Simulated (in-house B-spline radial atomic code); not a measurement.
# RPA and G0W0 on wB97X: Ar

Configuration [Ne] 3s2 3p6, mean-field start wB97X. Computed with an all-electron radial atomic-structure program (B-spline basis): all electrons, scalar-relativistic (spin-free one-electron X2C), finite nucleus, each spin shell either full or empty, empty states to l = 9 with an (l + 1/2)⁻⁴ tail; G0W0 by contour deformation at full frequency.

Command:
```bash
python run_gw.py task.json out
```
Settings (radii: box in bohr, nucleus in fm):
```
Z                        18
electrons                18
configuration            [Ne] 3s2 3p6
hamiltonian              x2c
method                   wb97x
lmax                     9
rms_radius               3.4274
spin_polarised           False
box_radius               40
intervals                74
```

Run time, properties included: 3.3 s on 1 thread of Arm Neoverse N1 (shared host).

Energies (hartree):

```json
{"term": "mean-field total", "value": "-529.38235"}
{"term": "Hartree-Fock functional on these orbitals", "value": "-528.62488"}
{"term": "direct second order", "value": "-1.1824"}
{"term": "second-order exchange", "value": "0.40322"}
{"term": "SOSEX correction", "value": "0.36789"}
```

What is the RPA correlation energy, and what remains with SOSEX?

RPA gives -1.0363 hartree (-1.57 eV per electron); RPA + SOSEX gives -0.66841, and the second-order doubles -0.77914 hartree (no singles). RPA lacks exchange-type terms and so overcorrelates at short range.

Quasi-particle levels (eV):

```
level  occupied  mean field  Σx - vxc  Σc  QP weight  G0W0
   3p       yes     -14.534     -1.41   ?          ?     ?
```

G0W0 = mean field + (Σx - vxc) + Σc, with Σc (partial-wave tail included) taken at the quasi-particle energy. Only the outer levels were computed. Levels of low weight are left out.

Where does G0W0 put 3p?

At -16.063 eV, with Σc = -0.12 eV and a quasi-particle weight of 0.926. The tabulated removal energy is 15.760 eV (NIST, measured); the calculation leaves out spin-orbit coupling, Breit and QED terms, and what these don't explain is the method's own error.
